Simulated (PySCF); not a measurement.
Thiophene, C4H4S.
Numbering: `[cH:1]1[cH:2][cH:3][s:4][cH:5]1` (hydrogens: H6 on C1; H7 on C2; H8 on C3; H9 on C5)

Cartesian coordinates in Å at the GFN2-xTB level; atoms count from 1:
```
atom  x, y, z in Å
C1    -0.745   -0.655   -0.013
C2     0.667   -0.737   -0.014
C3     1.257    0.484    0.005
S4     0.104    1.759    0.023
C5    -1.190    0.626    0.006
H6    -1.393   -1.512   -0.025
H7     1.212   -1.663   -0.027
H8     2.303    0.722    0.009
H9    -2.200    0.983    0.011
```

Method: TDDFT CAM-B3LYP/def2-SVPD, vertical, gas phase, core orbitals frozen in the response (PySCF).

Computed states:

| state | E (eV) | f |
| --- | --- | --- |
| S1 | 5.91 | 0.080 |
| S2 | 5.99 | 0.101 |
| S3 | 6.38 | 0.0059 |
| S4 | 6.39 | 0.0000 |
| S5 | 6.86 | 0.0000 |
| S6 | 7.14 | 0.0047 |
| S7 | 7.45 | 0.0000 |
| S8 | 7.64 | 0.061 |

Each state is given a Gaussian of 0.5 eV full width at half maximum, with ε(max) = 2.175×10⁸ f / Δν̃ (Δν̃ the width in cm⁻¹). The cross-section is σ = 3.8235×10⁻²¹ ε cm², given in Mb (10⁻¹⁸ cm²). The width is an assumption, not a result. The curve ends short of the highest state used, and states not computed would add to its high-energy end.

(1) What does the envelope look like, and where are its maxima?

(2) Coming from long wavelengths, where does ε first pass 100 L mol⁻¹ cm⁻¹?

(3) Does any computed singlet lie in the visible range?

(4) On this curve, what absorbance would a 10⁻³ mol/L sample give at 222 nm over a 1 cm path?

Results:

(1) 
```csv
λ (nm),σ (Mb)
176.1,1.11
178.3,0.76
180.5,0.53
182.7,0.46
185.0,0.59
187.2,0.99
189.4,1.79
191.6,3.26
193.8,5.76
196.1,9.86
198.3,15.28
200.5,21.73
202.7,28.21
204.9,33.44
207.2,36.35
209.4,36.12
211.6,33.13
213.8,28.18
216.1,22.05
218.3,16.29
220.5,11.30
222.7,7.39
224.9,4.57
227.2,2.62
229.4,1.46
231.6,0.78
233.8,0.40
236.1,0.19
238.3,0.09
240.5,0.04
```

Maxima: 208 nm (5.96 eV), ε about 9600, made up of S1 (44%) and S2 (56%) (ε in L mol⁻¹ cm⁻¹; maxima over ε = 5, shares over 10%). At its high-energy end, 7.04 eV, the curve is still rising (ε about 290, from S6 and S8).

(2) At about 234 nm (5.30 eV), 0.61 eV below S1.

(3) No computed singlet lies in the visible range (380 to 750 nm); the lowest, at 210 nm, stands 2.64 eV above its violet end (3.26 eV).

(4) 222 nm is 5.585 eV, where ε is about 2200 L mol⁻¹ cm⁻¹, so A = ε c l ≈ 2.2 (Beer–Lambert, with the gas-phase spectrum and the assumed width).

On one thread, Arm Neoverse V1 (shared host), this took 12 s of wall time.
